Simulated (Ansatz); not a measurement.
# Al2H2 (singlet): the correlation ladder at distance Al1–H3 = 2.603 Å, 6-31G

How much of the correlation energy of Al2H2 (singlet) does each wave-function method recover here?

Program: Ansatz 0.2.0, Gaussian basis. Level of theory: 6-31G, core rule «outside noble gas», up to 10 orbitals frozen. These are calculated values, not measurements.

Plan: UHF; CCSD(T) on RHF; CCSD(T) on UHF; BCCD(T) on RHF; CISD; CCSDT(Q) on RHF; CCSDT(Q) on UHF; CCSDTQ on RHF; CASSCF and MRCISD+Q, 2 electrons in 2 orbitals; CASSCF and NEVPT2, 2 electrons in 2 orbitals; CASSCF and MRCISD+Q, 8 electrons in 10 orbitals; CASSCF and NEVPT2, 8 electrons in 10 orbitals; Full CI.

20 further runs of the same task are left out: 13 that didn't finish, 7 set aside as unsound or not needed.

## (1) The geometry

The geometry derives from a PBE0/def2-TZVP stationary point (not a proven minimum). One bond is set to the value named and the two fragments are kept rigid.

4 atoms, charge 0, spin multiplicity 1.

Atoms are counted from 1 here; the program's logs count them from 0.

Bond lengths: Al1–Al2 2.635 Å, Al2–H4 1.622 Å. Angles: Al1–Al2–H4 120.2°.

## (2) UHF

The input, in.yaml:

```yaml
crystal:
  periodic: [false, false, false]
  atoms:
    - {symbol: Al, position_ang: [0.000000, -0.167624, 1.297788]}
    - {symbol: Al, position_ang: [0.000000, 0.139384, -1.318990]}
    - {symbol: H, position_ang: [0.000000, 1.913948, 2.860692]}
    - {symbol: H, position_ang: [0.000000, -1.158018, -2.293117]}
basis:
  gaussian: {orbitals: 6-31G}
magnetization: {spin_polarized: true, initial_magnetization: 0}
hamiltonian: {xc: hf}
output: {orbitals: {seedname: orbitals}}
```

Started as:

```console
ansatz run in.yaml --threads 1 --pin off --events-out ev --progress --plain --max-ram 2393MiB
```

Further steps of the session: CCSD(T) on RHF; CCSD(T) on UHF; BCCD(T) on RHF; CISD; CCSDT(Q) on RHF; CCSDT(Q) on UHF; CCSDTQ on RHF; CASSCF and MRCISD+Q, 2 electrons in 2 orbitals; CASSCF and NEVPT2, 2 electrons in 2 orbitals; CASSCF and MRCISD+Q, 8 electrons in 10 orbitals; CASSCF and NEVPT2, 8 electrons in 10 orbitals; Full CI.

**Question.** What will the summary of the whole plan be? Wanted: FCI below the RHF energy; RMP2 from FCI; UMP2 from FCI; RCCSD from FCI; RCCSD(T) from FCI; UCCSD(T) from FCI; RCCSDT(Q) from FCI; UCCSDT(Q) from FCI; NEVPT2 pair from FCI.

The runs gave:

| quantity | value |
| --- | --- |
| FCI below the RHF energy | -3.3691 eV |
| RMP2 from FCI | +1296.4 meV |
| UMP2 from FCI | +1442.8 meV |
| RCCSD from FCI | +150.1 meV |
| RCCSD(T) from FCI | +49.5 meV |
| UCCSD(T) from FCI | +104.2 meV |
| RCCSDT(Q) from FCI | +2.0 meV |
| UCCSDT(Q) from FCI | +2.8 meV |
| NEVPT2 pair from FCI | +879.9 meV |
| MRCISD+Q pair from FCI | -60.9 meV |
| NEVPT2 valence from FCI | +162.6 meV |
| levels within 1 kcal/mol (43 meV) | RCCSDT, UCCSDT, RCCSDT(Q), UCCSDT(Q), RCCSDTQ, MRCISD valence, MRCISD+Q valence |
| T1 diagnostic | 0.041 |
| effectively unpaired electrons | 0.46 |

In words: RCCSD(T) misses by +49.5 meV, 1.5 % of the correlation energy. CCSD(T) misses by +49.5 meV on the restricted determinant and by +104.2 meV on the unrestricted one; the two need not hold the same state or core. MRCISD+Q pair falls below full CI: the +Q correction isn't variational, and the cores differ from full CI's. The occupations show some static correlation. Of the multireference levels listed MRCISD+Q valence comes nearest in total energy (+8.5 meV), which doesn't show that its space is the better one. These misses are within one basis, not against nature.
